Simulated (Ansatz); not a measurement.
Basis-set extrapolation for boron trichloride (`ClB(Cl)Cl`) (PBE0-D4/def2-TZVP geometry, frozen core, Ansatz 0.2.0). Multiplicity 1, RHF reference.

```
                      cc-pV(T+d)Z   cc-pV(Q+d)Z
                 HF  -1403.378027  -1403.389921
    MP2 correlation     -0.660492     -0.724466
CCSD(T) correlation     -0.737850     -0.802407
```

Energies in hartree. Use E(X) = E(∞) + A·exp(−5.46·√X) for Hartree–Fock and E(X) = E(∞) + B·X^(−3.05) for correlation, with X = 3 and 4.

Question: What is the CCSD(T) energy at the basis-set limit?

Answer: HF limit: -1403.389921 + (-0.011894) × 0.30130 = -1403.39350. Correlation limit: -0.802407 + (-0.064557) × 0.71189 = -0.84836. Total: -1404.24186 hartree, 330.8 kJ/mol below CCSD(T)/cc-pV(T+d)Z.
